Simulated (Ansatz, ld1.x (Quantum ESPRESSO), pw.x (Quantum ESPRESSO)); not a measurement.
## From atom to crystal: TM potential for gold (Au)

```json
{"Element": "gold", "Generator": "ld1.x (Quantum ESPRESSO) 7.5", "Type": "norm-conserving Troullier–Martins (Kleinman–Bylander form)", "Functional": "PBEsol", "Relativity": "scalar-relativistic", "Frozen core": "[Xe] 4f14", "Valence charge": "11", "Reference configuration": "5d10 6s0 6p0 (charge +1)", "Partial waves": "6p (bound, empty): rc 2.75 bohr; 5d (bound): rc 1.30 bohr; 5f channel at 0.05 Ry: rc 2.20 bohr; 6s (bound, empty): rc 1.90 bohr", "Local potential": "the s channel", "Core correction": "Bessel-smoothed model core inside 1.35 bohr"}
```

Crystal test: diamond Au in pw.x 7.5, no spin, 8³ k-points, Fermi–Dirac smearing 0.01 Ry, cutoffs 110/440 Ry. The reference is all-electron LAPW (Ansatz 0.2.0) with the same functional, mesh and smearing; V0 and B0 come from Birch–Murnaghan fits to the pressures at five volumes. Errors are pseudo minus all-electron; Δ is the rms difference of the E(V) curves that follow from these fits, minima aligned, over ±6 % about the mean V0. Mesh and smearing are coarse, so the numbers serve the comparison and aren't converged zero-temperature values; the lattice is a test structure that the element need not adopt.

```json
{"V (Å³/atom)": "25.927", "P all-electron (GPa)": "4.12", "P pseudo (GPa)": "5.08"}
{"V (Å³/atom)": "26.610", "P all-electron (GPa)": "1.88", "P pseudo (GPa)": "2.79"}
{"V (Å³/atom)": "27.292", "P all-electron (GPa)": "0.00", "P pseudo (GPa)": "0.85"}
{"V (Å³/atom)": "27.974", "P all-electron (GPa)": "-1.58", "P pseudo (GPa)": "-0.78"}
{"V (Å³/atom)": "28.657", "P all-electron (GPa)": "-2.91", "P pseudo (GPa)": "-2.16"}
```

All-electron: a0 = 6.022 Å (V0 = 27.29 Å³/atom), B0 = 69.0 GPa.

Pseudopotential: mean pressure error (GPa): +0.85; a0 (Å): 6.047; a0 error (%): +0.41; B0 error (%): -4.2; Δ (meV/atom): 5.0. The largest radius (2.75 bohr) exceeds half the bond length (2.46 bohr), so the spheres overlap, which is one possible source of error among others.

Task: At the middle volume, how do free energy and pressure move when the wave cutoff is lowered (ecutrho kept at four times it)?

Result:

```tsv
cutoff (Ry)	shift of F (meV/atom)	shift of P (GPa)
50	+191.4	-0.16
66	+90.5	-2.03
88	+4.4	-0.28
```

The run at the middle volume (29 k-points, 9 iterations) took about 76 s on one core of a shared host (Neoverse-V1, 32 threads, 247 GiB, load 16).
